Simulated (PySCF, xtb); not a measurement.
ethanol cation (C2H6O), SMILES CCO (connectivity only; charge and spin as stated), charge +1, multiplicity 2. Other conformers were not sampled.

Harmonic wavenumbers (cm⁻¹) from xtb with GFN2-xTB at its own minimum, in rising order: 114, 412, 433, 644, 951, 952, 1000, 1025, 1129, 1189, 1236, 1290, 1317, 1340, 1412, 2523, 2649, 2901, 2941, 3065, 3352.

**Question.** What does PBE-D3(BJ)/def2-TZVP in PySCF give at its own minimum? (The exact figures need the calculation; the answer reports its results.)

**Answer.** 107, 368, 426, 605, 888, 959, 992, 1013, 1039, 1116, 1263, 1284, 1351, 1355, 1400, 2484, 2645, 2921, 2964, 3073, 3493. Paired by order, the mean absolute difference is 32 cm⁻¹ and the zero-point energies are 45.6 and 45.4 kcal/mol.
